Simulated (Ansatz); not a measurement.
Two isomers of C3H5FO2: A = `COC1(F)CO1`, B = `O/C=C(/O)CF`.

Gas-phase electronic energies from Ansatz, PBE0-D4/def2-TZVP geometries. CCSD(T)/CBS adds triple-zeta CCSD(T) − MP2 to the extrapolated MP2 energy (def2 sets, frozen cores). DFT in def2-TZVPP. B3LYP here is the variant with VWN-RPA as its local correlation; programs differ in this. Each species was taken in one conformer, which may not be the lowest.

**Question.** Which isomer does CCSD(T)/CBS put lower? Give the gap. (Best estimate.)

**Answer.** Computed: B, by 45.8 kJ/mol.

**Question.** Give E(B) − E(A) in kJ/mol with PBE-D4, B3LYP-D4, MP2/def2-TZVPP, CCSD/def2-TZVPP, r2SCAN-D4, CCSD(T)/def2-TZVPP, B2PLYP. (Best estimate.)

**Answer.** The calculation gave: PBE-D4 -38.9, B3LYP-D4 -48.1, MP2/def2-TZVPP -36.2, CCSD/def2-TZVPP -37.9, r2SCAN-D4 -33.5, CCSD(T)/def2-TZVPP -38.6, B2PLYP -43.2. None reverses the order clearly.

Largest T1 diagnostic: 0.012.

From PBE to PBE0 (25 % exact exchange), in def2-TZVPP and without D4, E(B) − E(A) moves by +4.1 kJ/mol.
